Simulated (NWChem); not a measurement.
## Polarisability of acetylene (C₂H₂)

SMILES: C#C
```xyz
4

C      0.0000     0.0000    -0.6043
C      0.0000     0.0000     0.6043
H      0.0000     0.0000    -1.6792
H      0.0000     0.0000     1.6792
```
Charge 0, spin multiplicity 1.

The numbers come from NWChem runs, not from measurements. The geometry was optimised at PBE0/def2-SVP, a minimum by its harmonic frequencies.

Basis set: Sadlej pVTZ. Static limit.

The correlated methods keep 2 core orbitals frozen. B3LYP has NWChem's definition, with VWN1-RPA local correlation. Coupled-cluster values serve here as a point of comparison, not as the truth.

| method | isotropic polarisability (bohr³) |
|---|---|
| PBE | ___ |
| HF | ___ |
| B3LYP | 23.93 |
| PBE0 | 23.41 |
| CCSD linear response | ___ |

What belongs in the gaps?


- PBE, isotropic polarisability (bohr³): 24.09
- HF, isotropic polarisability (bohr³): 23.39
- CCSD linear response, isotropic polarisability (bohr³): 22.57
